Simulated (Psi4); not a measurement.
Reaction (SMILES): FCF → [CH-](F)F + H+
B3LYP-D3(BJ)/def2-TZVP geometries, fixed; electronic energies without zero-point terms.

Effect of the integral screening threshold at wB97X-V/def2-TZVP with Psi4, against the last row, where the deprotonation energy is 411.65 kcal/mol.

```csv
setting,largest shift of a total energy (mEh),shift of the deprotonation energy (kcal/mol)
ints_tolerance: 1e-6,0.005,0.000
ints_tolerance: 1e-8,0.000,0.000
ints_tolerance: 1e-10,0.000,0.000
ints_tolerance: 1e-14,0.000,0.000
```

Within 0.02 kcal/mol in the deprotonation energy: ints_tolerance: 1e-6; ints_tolerance: 1e-8; ints_tolerance: 1e-10. The largest shift is 0.005 mEh in a total energy and 0.000 kcal/mol in the difference.
